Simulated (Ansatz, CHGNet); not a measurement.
Elastic constant C12 (GPa) along a series of related solids, from the machine-learned potential CHGNet 0.3.0 (trained on PBE and PBE+U data); PBE in Ansatz (PAW); PBE0 (plane waves, PAW; Ansatz, an electronic-structure program).

```tsv
solid	CHGNet 0.3.0	PBE	PBE0	measured
rock-salt MgO	81.7	90.0	97.4	95‡
rock-salt CaO	61.9	57.4	61.5	58.1‡
rock-salt SrO	43.2	46.9	51.3	49.1‡
rock-salt BaO	41.4	46.0	50.2	50.0‡
```

PBE0 less measured, from the printed values: rock-salt MgO‡ +2.5 %, rock-salt CaO‡ +5.9 %, rock-salt SrO‡ +4.5 %, rock-salt BaO‡ +0.4 %.

A member of the series is missing where a level wasn't run or failed, where a doubt is noted on the run or the magnetic state, for phases of high temperature or layered ones, and where values are held back for tests.

Spin–orbit coupling is left out, also for the solids with elements from indium on (rock-salt BaO); its size isn't shown.

Each level is taken at its own relaxed cell. Ansatz's density-functional and Hartree–Fock values are scalar-relativistic unless marked +SOC, with PAW data made under PBE.

Measured values are for low temperature or corrected to a static lattice; ‡ marks uncorrected values at room or unstated temperature. References as tabulated in Oses et al. (2018), arXiv:1811.08464; Råsander and Moram (2015), arXiv:1505.02379; Speziale et al. (2006), doi:10.1029/2005jb003823.

Machine-learned potentials (CHGNet 0.3.0) are trained on DFT data: a solid inside that data is no test of them.
